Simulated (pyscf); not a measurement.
# Four-centre exchange: `[BH]=[O]` + `[SiH4]` -> `[BH]=[O]` + `[SiH4]`

Gas phase, singlet surface, charge 0. Bonds broken: B1–H5, H3–Si4. Bonds formed: B1–H3, Si4–H5. Single points on ωB97X-D3(BJ)/def2-SVP structures (PySCF, gas phase). MP2 and CC: frozen core, UHF for open shells. ΔMP2 is the change of the MP2 total energy from the triple- to the quadruple-zeta basis.

Transition state (Å):

```xyz
8

B     -0.8689    -0.5548     0.9555
O     -0.9777    -0.9790     2.1162
H      0.0818    -0.8603     0.1266
Si    -0.5995     0.3033    -1.0177
H     -1.7018     0.2467     0.3642
H     -1.1722     1.6748    -1.1655
H      0.8298     0.4324    -1.4323
H     -1.3354    -0.7151    -1.8004
```

One imaginary mode, 594i cm⁻¹; descent along it reached the two sides named.

```json
[
 {"bond": "B1–H5", "change": "breaks", "reactant side (Å)": "1.185", "saddle": "1.298", "product side": "3.2"},
 {"bond": "H3–Si4", "change": "breaks", "reactant side (Å)": "1.491", "saddle": "1.768", "product side": "3.3"},
 {"bond": "B1–H3", "change": "forms", "reactant side (Å)": "3.2", "saddle": "1.298", "product side": "1.185"},
 {"bond": "Si4–H5", "change": "forms", "reactant side (Å)": "3.3", "saddle": "1.769", "product side": "1.491"}
]
```

Electronic energies relative to the separated reactants (kcal/mol):

| level | barrier | reaction energy | reverse barrier |
|---|---|---|---|
| ωB97X-D3(BJ)/def2-TZVP | 42.5 | 0.0 | 42.5 |
| PBE/def2-TZVP | 37.0 | 0.0 | 37.0 |
| r²SCAN/def2-TZVP | 38.9 | 0.0 | 38.9 |
| B3LYP-D3(BJ)/def2-TZVP | 43.9 | 0.0 | 43.9 |
| PBE0-D3(BJ)/def2-TZVP | 38.3 | 0.0 | 38.3 |
| M06-2X/def2-TZVP | 43.7 | 0.0 | 43.7 |
| ωB97M-D3(BJ)/def2-TZVP | 44.3 | 0.0 | 44.3 |
| HF/def2-TZVP | 60.0 | 0.0 | 60.0 |
| MP2/def2-QZVPP | 45.5 | 0.0 | 45.5 |
| CCSD/def2-TZVPP | 47.8 | 0.0 | 47.8 |
| CCSD(T)/def2-TZVPP | 45.9 | 0.0 | 45.9 |
| CCSD(T)/def2-TZVPP + ΔMP2(QZVPP) | 45.4 | 0.0 | 45.4 |

With CCSD(T)/def2-TZVPP + ΔMP2(QZVPP) energies and thermal terms (ideal gas, 1 atm, RRHO with modes under 100 cm⁻¹ raised to 100, one conformer, R ln 2 for chiral ones without a mode under 150 cm⁻¹), in kcal/mol:

```json
[
 {"T (K)": "298", "ΔH‡": "46.6", "ΔG‡": "55.4", "ΔH": "0.0", "ΔG": "0.0"},
 {"T (K)": "600", "ΔH‡": "46.2", "ΔG‡": "64.5", "ΔH": "0.0", "ΔG": "0.0"},
 {"T (K)": "900", "ΔH‡": "46.2", "ΔG‡": "73.7", "ΔH": "0.0", "ΔG": "0.0"},
 {"T (K)": "1200", "ΔH‡": "46.4", "ΔG‡": "82.8", "ΔH": "0.0", "ΔG": "0.0"}
]
```

At the saddle there is also a short B–Si contact that neither side keeps. The same reactants have a lower exit, to H₂B–O–SiH₃ (barrier +17.6 kcal/mol at ωB97M-D3(BJ)/def2-TZVP, against +44.3 kcal/mol here). This is the saddle that the search found; another between the same sides may lie lower. The CCSD(T) − MP2 part came from Ansatz, without density fitting, on the same reference.
